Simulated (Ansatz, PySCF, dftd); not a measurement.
Species: CH₄N, charge 0, doublet. CH4N (SMILES [CH2]N, doublet).
B3LYP-D3(BJ)/def2-TZVP minimum from Ansatz (an electronic-structure program):
```xyz
6

C      0.1231     0.7206    -0.0043
N     -0.0884    -0.6546     0.0035
H     -0.4969    -1.0305     0.8459
H     -0.5248    -1.0357    -0.8225
H      0.4664     1.1652     0.9184
H      0.4354     1.1594    -0.9407
```
Charge 0, spin multiplicity 2.

Wanted: enthalpy of formation at 298 K (by atomisation, with ideal-gas terms from PySCF's Hessian at B3LYP-D3(BJ)/def2-TZVP and the atoms' measured values of the G2/97 table; no spin-orbit terms), in kJ/mol. UHF or UKS for unpaired electrons; spin-orbit terms are left out. Cores are frozen in correlated methods. Rows without X2C or -DK are non-relativistic. CBS(X,Y): correlation extrapolated as X^-3, Hartree-Fock from the larger set (Q,5: extrapolated as (X+1)exp(-9√X)). A bracket is a step between two methods taken in the basis named. Functionals run without relativity, which enters their misses. '+ core + X2C': CCSD(T) terms for core correlation (cc-pwCVTZ) and scalar relativity (cc-pVTZ-DK). Where a partner has so few electrons that a lower coupled-cluster level is exact, that level stands in.

```json
[
 {"level": "HF/aug-cc-pVDZ", "program": "Ansatz", "enthalpy of formation at 298 K (kJ/mol)": "772.8", "difference against the last row": "623.1"},
 {"level": "PBE-D4/def2-TZVPD", "program": "Ansatz + dftd4", "enthalpy of formation at 298 K (kJ/mol)": "89.6", "difference against the last row": "-60.1"},
 {"level": "r2SCAN-D3(BJ)/def2-TZVPD", "program": "Ansatz + dftd3", "enthalpy of formation at 298 K (kJ/mol)": "143.9", "difference against the last row": "-5.8"},
 {"level": "CCSD/aug-cc-pVTZ", "program": "Ansatz", "enthalpy of formation at 298 K (kJ/mol)": "225.0", "difference against the last row": "75.3"},
 {"level": "CCSD/cc-pVQZ", "program": "Ansatz", "enthalpy of formation at 298 K (kJ/mol)": "206.0", "difference against the last row": "56.3"},
 {"level": "CCSD(T)/CBS(aug-cc-pVTZ,aug-cc-pVQZ)", "program": "Ansatz", "enthalpy of formation at 298 K (kJ/mol)": "154.1", "difference against the last row": "4.4"},
 {"level": "CCSD(T)/CBS(cc-pVQZ,cc-pV5Z) + core + X2C", "program": "Ansatz", "enthalpy of formation at 298 K (kJ/mol)": "150.3", "difference against the last row": "0.6"},
 {"level": "CCSDT(Q)/aug-cc-pVDZ", "program": "Ansatz", "enthalpy of formation at 298 K (kJ/mol)": "299.9", "difference against the last row": "150.2"},
 {"level": "CCSD(T)/CBS(cc-pVQZ,cc-pV5Z) + [CCSDT(Q) - CCSD(T)]/cc-pVTZ + core + X2C", "program": "Ansatz", "enthalpy of formation at 298 K (kJ/mol)": "149.7", "difference against the last row": "0.0"}
]
```
